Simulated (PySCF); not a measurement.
# Working out the ionisation energy of Mg

Mg [Ne] 3s2 (1S) → Mg⁺ [Ne] 3s1 (2S). Computed with PySCF 2.14 in def2-TZVPPD, with the non-relativistic Hamiltonian (point nucleus). Frozen: 1s2. Energies in hartree (1 hartree = 27.21139 eV):

```
            part   Mg (lower)  Mg⁺ (upper)
             UHF  -199.606647  -199.363696
CCSD correlation    -0.200540    -0.166321
             (T)    -0.002057    -0.001162
```

Task: What does Hartree-Fock give?

Result: (-199.363696) − (-199.606647) = 0.242951 hartree = 6.611 eV.

Task: What do CCSD and CCSD(T) give?

Result: The CCSD correlation energies differ by 0.034219 hartree = 0.931 eV and the triples by 0.000895 hartree = 0.024 eV, so CCSD gives 7.542 eV and CCSD(T) 7.566 eV.

Measured between the centres of the two terms (NIST): 7.646 eV, so CCSD(T) (valence and next inner shell) is off by -0.080 eV.

What remains against the reference includes basis incompleteness, the frozen core and higher excitations.
